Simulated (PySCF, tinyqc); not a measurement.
Worked calculation: RKS/B3LYP (VWN-RPA form) in the sto-6g basis, for CH+, spin multiplicity 1. The lowest restricted solution is unstable here: a spin-polarised one lies 0.0049 hartree lower (PySCF). One step of it, computed by the program tinyqc.

Question. Iteration 2: DIIS coefficients. Solve [B -1; -1 0][c; lambda] = [0; -1] for the coefficients, which sum to one.

B (overlaps of the stored error matrices):
```
,1,2
1,1.0154800e-02,4.6768994e-03
2,4.6768994e-03,4.8287871e-02
```

Give: DIIS coefficients.

Answer.

DIIS coefficients: 0.888  0.112
